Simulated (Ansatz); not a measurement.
Basis-set extrapolation for C3H5NO, SMILES `N=CC1CO1` (PBE0-D4/def2-TZVP geometry, frozen core, Ansatz). Multiplicity 1, RHF reference.

```
                      def2-TZVPP   def2-QZVPP
                 HF  -245.855766  -245.867046
    MP2 correlation    -0.920765    -0.984508
CCSD(T) correlation    -0.987374      not run
```

Energies in hartree. Use E(X) = E(∞) + A·exp(−7.88·√X) for Hartree–Fock and E(X) = E(∞) + B·X^(−2.97) for correlation, with X = 3 and 4, and add CCSD(T) minus MP2 of the smaller set to the MP2 limit.

**Question.** What is the CCSD(T) energy at the basis-set limit?

**Answer.** HF limit: -245.867046 + (-0.011280) × 0.13774 = -245.86860. MP2 limit: -0.984508 + (-0.063743) × 0.74074 = -1.03172. Higher-order term: -0.987374 − (-0.920765) = -0.06661. Total: -246.96693 hartree, 325.0 kJ/mol below CCSD(T)/def2-TZVPP.
